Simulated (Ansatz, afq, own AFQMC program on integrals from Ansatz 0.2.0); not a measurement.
# Al2H2, singlet → Al2H2, triplet

```xyz
4

Al    0.0000   -0.1535    1.3084
Al    0.0000    0.1535   -1.3084
H     0.0000    1.1439    2.2825
H     0.0000   -1.1439   -2.2825
```

Connectivity, by distances: AlH–AlH.

E(triplet, charge +0) − E(singlet, charge +0) at this geometry, on RHF and ROHF determinants.

Basis 6-31G. Noble-gas cores (and the filled d shells of Ga–Kr and In–Xe) are frozen. Ansatz 0.2.0 and our own AFQMC program on the same integrals; the CISD trial comes from CCSD amplitudes, and released means the phaseless constraint is let go. ± is one standard error of the sampling. The errors of all members are added in quadrature.

Full CI on the same integrals is exact in this basis and with this determinant's frozen core.

Errors are counted within 6-31G, not against nature.

Cautions: Al₂H₂ (singlet): restricted determinant unstable towards unrestricted (UHF 301 meV lower, ⟨S²⟩ 0.67), strong correlation (T1 0.030, weight of the determinant 0.85, largest double 0.24), its ph-AFQMC/CISD value lies 23 ± 4 meV above full CI; Al₂H₂ (triplet): another spin lies lower, a spin-contaminated unrestricted determinant lies lower (UHF 243 meV lower, ⟨S²⟩ 2.11), the search met a lower determinant of the same kind, perhaps of another symmetry (192 meV lower), and this one is a saddle point, the released energies are still falling, so no released level is given (meV from the phaseless value at times in 1/Eh: 2 ± 6 at 0.24, 2 ± 5 at 0.51, -5 ± 4 at 0.99, -12 ± 4 at 1.62, -14 ± 4 at 2.40), though the last usable value meets full CI within the noise, the ph-AFQMC/CISD walk drifts between its halves (2.8 errors), its ph-AFQMC/CISD value lies 16 ± 6 meV above full CI; core correlation is missing, and it shifts such a gap most where an s electron is promoted.

| level | vertical spin gap (eV) |
| --- | --- |
| HF | 0.476 |
| MP2 | 0.485 |

(1) From these cheaper values, estimate the vertical spin gap at the reference level in 6-31G.

(1) 0.642 eV (full CI in 6-31G).

```
        level  vertical spin gap (eV)  error against FCI (eV)
         CCSD                   0.649                   0.007
      CCSD(T)                   0.648                   0.006
        CCSDT                   0.642                  -0.001
     CCSDT(Q)                   0.643                   0.001
ph-AFQMC/CISD           0.635 ± 0.007          -0.007 ± 0.007
```

Correlation beyond CCSD(T) takes off 0.006 eV. The perturbative (T) step is worth −0.001 eV. Where the cautions show a poor determinant, the low rows tell how each method copes with it, not its usual error.

CCSDT and higher add their correlation energy to the determinant of the CCSD(T) run, since their own runs factorise the integrals more tightly (a shift of under 2 meV). A walk keeps the symmetry of its determinant, which the program's search chose and which needn't be the lowest solution, so a lower state of the same spin and another symmetry isn't excluded.
